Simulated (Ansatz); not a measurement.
**Step by step: Ta, relaxation of cell and atoms**

The calculation used DFT, PBE, PAW with Ansatz's default frozen-core files, scalar-relativistic in Ansatz 0.2.0.

Command: `ansatz run input.yaml --threads 1 --pin off --max-ram 2048MiB --backend cpu --events-out ev --progress --plain --runs-dir out` The run took 4 s on 1 thread of AMD EPYC 9R14 (Zen 4), with other jobs on the host, peak memory 0.37 GiB.

```yaml
crystal:
  lattice:
    - [-1.630411721, 1.630411721, 1.630411721]
    - [1.630411721, -1.630411721, 1.630411721]
    - [1.630411721, 1.630411721, -1.630411721]
  atoms:
    - { symbol: Ta, position: [0.0, 0.0, 0.0] }
kpoints:
  mp_grid: { grid: [16, 16, 16] }
scf:
  occupations: { method: fermi_dirac, width: 0.08 }
hamiltonian:
  xc: pbe
  pseudopotentials: { kind: paw }
output:
  forces: true
  stress: true
relax:
  f_tol: 0.005
  max_steps: 80
  cell: {}
```

Spin polarisation is left out, and whether a magnetic state lies lower isn't shown here.

Spin–orbit coupling is left out, though it moves levels of the heavy atoms by tenths of an eV or more.

The cell is built from the bcc type as a first guess.

The cutoff is 420 eV; energies and pressures of the walk include the program's estimate of the Pulay term.

Each frame lists the cell vectors (Å), then Cartesian positions (Å); symmetry keeps all forces zero. Free energies count from the first step, -9932.2290 eV.

The walk took 6 evaluations in all; steps that aren't listed are left out.

Step 1: E = 0.0 meV, P = 11.73 GPa

```
cell -1.6304 1.6304 1.6304 1.6304 -1.6304 1.6304 1.6304 1.6304 -1.6304
Ta    0.0000    0.0000    0.0000
```

Step 2: E = +48.8 meV, P = -14.58 GPa, step rejected

```
cell -1.7099 1.7099 1.7099 1.7099 -1.7099 1.7099 1.7099 1.7099 -1.7099
Ta    0.0000    0.0000    0.0000
```

(1) How does the relaxation end?

Answers

(1) It converges, with a = 3.321 Å, b = 3.321 Å, c = 3.321 Å, α = 90.00°, β = 90.00°, γ = 90.00° (conventional cell, space group Im-3m). The last solve (on a basis chosen afresh for the final cell, so its energy is not quite comparable) gives E = -34.3 meV, P = 0.03 GPa:
```
cell -1.6604 1.6604 1.6604 1.6604 -1.6604 1.6604 1.6604 1.6604 -1.6604
Ta    0.0000    0.0000    0.0000
```
